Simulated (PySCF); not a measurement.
First SCF of a structure search on doublet BO2, at a hand-made bent geometry. PySCF input:

```python
from pyscf import gto, scf, dft
mol = gto.M(atom='''
B      0.000000     0.000000     0.000000
O      1.105900     0.000000     0.774300
O     -1.105900     0.000000     0.774300''',
    basis={'B': 'def2-TZVP', 'O': 'def2-TZVP'},
    charge=0, spin=1)
mf = dft.UKS(mol, xc='PBE')
mf.grids.atom_grid = (50, 194)
aux = {'B': 'def2-universal-JKFIT', 'O': 'def2-universal-JKFIT'}
mf = mf.density_fit(auxbasis=aux)
mf.conv_tol = 1e-08
mf.diis_space = 10
mf.max_cycle = 60
mf.init_guess = 'minao'
mf.verbose = 4
mf.kernel()
```

Excerpt of the output (cycles alone):

```
init E= -175.272362546857
cycle= 1 E= -174.933390407319  delta_E= 0.339  |g|= 0.63  |ddm|= 1.27
cycle= 2 E= -173.184364145346  delta_E= 1.75  |g|= 1.97  |ddm|= 1.36
cycle= 3 E= -175.114916783411  delta_E= -1.93  |g|= 0.0769  |ddm|= 1.17
cycle= 4 E= -175.114947359926  delta_E= -3.06e-05  |g|= 0.0879  |ddm|= 0.129
cycle= 5 E= -175.119108523967  delta_E= -0.00416  |g|= 0.0189  |ddm|= 0.0572
cycle= 6 E= -175.119320090539  delta_E= -0.000212  |g|= 0.00329  |ddm|= 0.0136
cycle= 7 E= -175.11934442873  delta_E= -2.43e-05  |g|= 0.00131  |ddm|= 0.00685
cycle= 8 E= -175.119351524776  delta_E= -7.1e-06  |g|= 0.000455  |ddm|= 0.00484
cycle= 9 E= -175.119352104121  delta_E= -5.79e-07  |g|= 0.000169  |ddm|= 0.0016
cycle= 10 E= -175.119352120261  delta_E= -1.61e-08  |g|= 5.78e-05  |ddm|= 0.000209
cycle= 11 E= -175.119352121892  delta_E= -1.63e-09  |g|= 1.27e-05  |ddm|= 4.64e-05
Extra cycle  E= -175.119352121259  delta_E= 6.33e-10  |g|= 3.99e-05  |ddm|= 2.79e-05
converged SCF energy = -175.119352121259  <S^2> = 0.78708096  2S+1 = 2.0367434
```

No lower solution of this spin was found from smeared starts or by a stability analysis within the unrestricted form.

The search for the lowest solution, 3 starts and the stability check together, took 6.9 s on 4 threads of a shared Arm Neoverse V1 host, with 93 basis functions; the process peaked at 0.36 GiB. Launch command: `OMP_NUM_THREADS=4 python axn.py task.json out`.
